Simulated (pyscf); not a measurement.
PySCF, gas phase, ωB97X-D3(BJ)/def2-SVP geometries.

**Question.** HO–PH₂ + H• -> •O–PH₂ + H₂
Surface: doublet. Broken: H–O. Formed: H–H. Give ΔE‡ and ΔE from ωB97M-D3(BJ)/def2-TZVP, relative to the separated reactants.

**Answer.** ΔE‡ = 38.2 kJ/mol, ΔE = -74.3 kJ/mol. Zero-point energy shifts the barrier by -7.4 kJ/mol. It is a hydrogen abstraction, with an imaginary mode of 1995i cm⁻¹. •O–PH₂ lies 34.7 kJ/mol over its isomer HO–PH• (electronic energy, ωB97M-D3(BJ)/def2-TZVP). One saddle was located; it need not be the lowest between these sides. The angle at the transferred H is 171°.
